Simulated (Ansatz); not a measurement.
# SiH4O (singlet): from Hartree-Fock to the top rungs at scale of all distances = 1.000, cc-pVDZ

How much of the correlation energy of SiH4O (singlet) does each wave-function method recover here?

Program: Ansatz 0.2.0, Gaussian basis. Level of theory: cc-pVDZ, core rule «outside noble gas», up to 6 orbitals frozen. These are calculated values, not measurements.

Plan: UHF; CCSD(T) on RHF; BCCD(T) on RHF; CISD; CCSDT(Q) on RHF; CASSCF and MRCISD+Q, 2 electrons in 2 orbitals; CASSCF and NEVPT2, 2 electrons in 2 orbitals.

25 further runs of the same task are left out: 24 that didn't finish, 1 set aside as unsound or not needed.

**1. The geometry**

The geometry derives from a PBE0/def2-TZVP stationary point (not a proven minimum). All distances are scaled together.

6 atoms, charge 0, spin multiplicity 1.

Atoms are counted from 1 here; the program's logs count them from 0.

Bond lengths: Si1–O2 1.648 Å, Si1–H3 1.489 Å, Si1–H4 1.481 Å, Si1–H5 1.489 Å, O2–H6 0.958 Å. Angles: O2–Si1–H3 111.7°, O2–Si1–H4 105.9°, O2–Si1–H5 111.7°, H3–Si1–H4 109.9°, H3–Si1–H5 107.9°, H4–Si1–H5 109.9°, Si1–O2–H6 117.8°.

**2. UHF**

Input file in.yaml:

```yaml
crystal:
  periodic: [false, false, false]
  atoms:
    - {symbol: Si, position_ang: [0.000000, -0.024816, 0.560007]}
    - {symbol: O, position_ang: [0.000000, 0.096617, -1.083436]}
    - {symbol: H, position_ang: [1.203564, -0.746254, 1.057763]}
    - {symbol: H, position_ang: [0.000000, 1.365115, 1.069958]}
    - {symbol: H, position_ang: [-1.203564, -0.746254, 1.057763]}
    - {symbol: H, position_ang: [0.000000, -0.714756, -1.591887]}
basis:
  gaussian: {orbitals: cc-pVDZ}
magnetization: {spin_polarized: true, initial_magnetization: 0}
hamiltonian: {xc: hf}
output: {orbitals: {seedname: orbitals}}
```

On the command line:

```sh
$ ansatz run in.yaml --threads 1 --pin off --events-out ev --progress --plain --max-ram 2393MiB
```

The runs that follow: CCSD(T) on RHF; BCCD(T) on RHF; CISD; CCSDT(Q) on RHF; CASSCF and MRCISD+Q, 2 electrons in 2 orbitals; CASSCF and NEVPT2, 2 electrons in 2 orbitals.

Before running them: what should the planned runs give, taken together? Wanted: RCCSDT(Q) below the RHF energy; RMP2 from RCCSDT(Q); RCCSD from RCCSDT(Q); RCCSD(T) from RCCSDT(Q); NEVPT2 pair from RCCSDT(Q); MRCISD+Q pair from RCCSDT(Q); T1 diagnostic.

The runs gave:

| quantity | value |
| --- | --- |
| RCCSDT(Q) below the RHF energy | -9.0254 eV |
| RMP2 from RCCSDT(Q) | +93.2 kJ/mol |
| RCCSD from RCCSDT(Q) | +19.2 kJ/mol |
| RCCSD(T) from RCCSDT(Q) | +3.3 kJ/mol |
| NEVPT2 pair from RCCSDT(Q) | +94.1 kJ/mol |
| MRCISD+Q pair from RCCSDT(Q) | +10.4 kJ/mol |
| levels within 1 kcal/mol (43 meV) | RCCSD(T), BCCD(T), RCCSDT |
| T1 diagnostic | 0.011 |

**Reading.** RCCSD(T) misses by +3.3 kJ/mol, 0.4 % of the correlation energy. Of the multireference levels listed MRCISD+Q pair comes nearest in total energy (+10.4 kJ/mol), which doesn't show that its space is the better one. These misses are within one basis, not against nature.
